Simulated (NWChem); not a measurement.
## Correlation energy of O

SMILES: [O]
```xyz
1

O      0.0000     0.0000     0.0000
```
Charge 0, spin multiplicity 3.

Program: NWChem.

Basis set: 6-31G*. Each correlation energy counts from its own Hartree-Fock reference.

The correlated methods keep 1 core orbital frozen. The Pople sets run with spherical d functions. No SCF solution was tested for a lower state. Open-shell Hartree-Fock references start from PBE0 orbitals. Coupled-cluster values serve here as a point of comparison, not as the truth.

One of these methods gave a correlation energy of -95.0 mHa. Which?
(A) CCSD on ROHF
(B) SCS-UMP2
(C) CCSD on UHF
(D) UMP2

D, UMP2. The others give -92.8 (SCS-UMP2), -110.7 (CCSD on UHF), -115.5 (CCSD on ROHF).
